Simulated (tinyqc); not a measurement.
Inside a calculation. Method: Pariser-Parr-Pople SCF with singles CI, for the molecule C=CC=CC=C (SMILES; centres numbered as the heavy atoms are written). One step of it, computed by the program tinyqc.

Task: Iteration 1: orbitals and new P. Diagonalise F (the basis is taken as orthonormal) and form P = 2 sum c c over the lowest orbitals; 0.3 of the old P is kept.

F (eV), order 1C, 2C, 3C, 4C, 5C, 6C:
$$\begin{pmatrix}
-7.150567 & -4.182948 & -0.100018 & 0.410493 & -0.214096 & -0.162988 \\
-4.182948 & -6.274145 & -3.705961 & 0.691365 & -0.207770 & -0.214096 \\
-0.100018 & -3.705961 & -4.918068 & -4.241185 & 0.691365 & 0.410493 \\
0.410493 & 0.691365 & -4.241185 & -4.918068 & -3.705961 & -0.100018 \\
-0.214096 & -0.207770 & 0.691365 & -3.705961 & -6.274145 & -4.182948 \\
-0.162988 & -0.214096 & 0.410493 & -0.100018 & -4.182948 & -7.150567
\end{pmatrix}$$

pi electrons, sum of z_r less the charge = 6

P at the start, order 1C, 2C, 3C, 4C, 5C, 6C:
$$\begin{pmatrix}
0.359612 & 0.667344 & 0.051470 & -0.284156 & 0.182290 & 0.167125 \\
0.667344 & 1.366160 & 0.489973 & -0.355782 & 0.143855 & 0.182290 \\
0.051470 & 0.489973 & 1.274229 & 0.689021 & -0.355782 & -0.284156 \\
-0.284156 & -0.355782 & 0.689021 & 1.274229 & 0.489973 & 0.051470 \\
0.182290 & 0.143855 & -0.355782 & 0.489973 & 1.366160 & 0.667344 \\
0.167125 & 0.182290 & -0.284156 & 0.051470 & 0.667344 & 0.359612
\end{pmatrix}$$

Give: orbital energies; P after iteration 1.

Result:

orbital energies (eV): [-12.4950, -11.6169, -8.8078, -4.1872, -1.6519, 2.0732]

P after iteration 1, order 1C, 2C, 3C, 4C, 5C, 6C:
$$\begin{pmatrix}
0.8476 & 0.8207 & 0.0219 & -0.3580 & 0.0467 & 0.2202 \\
0.8207 & 1.0740 & 0.4673 & -0.0945 & 0.0138 & 0.0467 \\
0.0219 & 0.4673 & 1.0784 & 0.7660 & -0.0945 & -0.3580 \\
-0.3580 & -0.0945 & 0.7660 & 1.0784 & 0.4673 & 0.0219 \\
0.0467 & 0.0138 & -0.0945 & 0.4673 & 1.0740 & 0.8207 \\
0.2202 & 0.0467 & -0.3580 & 0.0219 & 0.8207 & 0.8476
\end{pmatrix}$$
